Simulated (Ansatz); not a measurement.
# Isomers

Structures of CH4ClSi (charge +1), singlet, relaxed at PBE0-D4/def2-TZVP (vibrations not checked; lower isomers may exist, and structures with a doubtful reference or unclear bonds are left out). Computed with Ansatz 0.2.0 (basis: def2-TZVPP); correlated methods freeze the cores. B3LYP uses VWN-RPA correlation.

Rank them by CCSD(T) energy, lowest first, and give each one's height above the lowest. Links in brackets join atoms within 1.22 times the sum of their covalent radii (1.1 for two metals). (To be estimated.)
A.
CH₄ClSi ([CH2][SiH][ClH]), total charge +1
```
7
angstrom
Si 0.4510 0.4142 -0.2595
C 0.6957 -1.1379 0.3355
Cl -1.5196 1.1831 0.4760
H -0.0670 -1.6953 0.8666
H 1.0921 1.5658 -0.9026
H -2.1949 1.2813 -0.6315
H 1.6330 -1.6504 0.1364
```
B.
CH₄ClSi ([SiH2][CH2][Cl]), total charge +1
```
7
angstrom
Si -0.7469 0.2980 -0.6405
C 0.6152 -0.1042 0.5158
Cl 0.7306 -1.8396 0.7616
H -1.5832 -0.7745 -1.2057
H -1.0185 1.7000 -1.0184
H 0.4458 0.4188 1.4686
H 1.5571 0.3015 0.1186
```
C.
CH₄ClSi ([CH3][SiH][Cl]), total charge +1
```
7
angstrom
Si 0.9241 -0.3779 0.2439
C -0.6799 0.3843 -0.0984
Cl 1.1350 -2.3140 0.4498
H -1.4835 -0.3491 -0.1734
H -0.6019 0.9580 -1.0317
H -0.8998 1.1073 0.6985
H 2.1666 0.3973 0.3902
```
D.
CH₄ClSi ([CH2]1[SiH2][Cl]1), total charge +1
```
7
angstrom
Si -0.8960 0.1073 -0.5658
C 0.8743 -0.3000 -0.2954
Cl -0.0967 -0.9381 1.1752
H -1.7157 -0.8173 -1.3582
H -1.3789 1.4331 -0.1615
H 1.3318 -1.1540 -0.7866
H 1.5700 0.4508 0.0683
```

The calculation gives: C (0.00 kcal/mol), D (34.35 kcal/mol), B (54.55 kcal/mol), A (66.80 kcal/mol). Heights count from the lowest.

Do PBE-D4, r2SCAN-D4, PBE0-D4, B3LYP-D4, wB97M-V, HF, MP2 give the same order? (A judgement: the text doesn't fix the answer.)

Computed: All do.

No T1 diagnostic of these runs exceeds 0.014. The restricted Hartree–Fock reference is unstable towards an unrestricted one at one or more of these structures.

For scale, one of the runs: CCSD(T)/def2-TZVPP, 171 basis functions, launched by `ansatz run in.yaml --threads 2 --pin off --events-out ev --progress --plain --max-ram 4352MiB`. Time: 23 s of wall clock on 2 CPU threads of an Arm Neoverse V1; the host was shared. Peak host memory: 1.3 GiB.
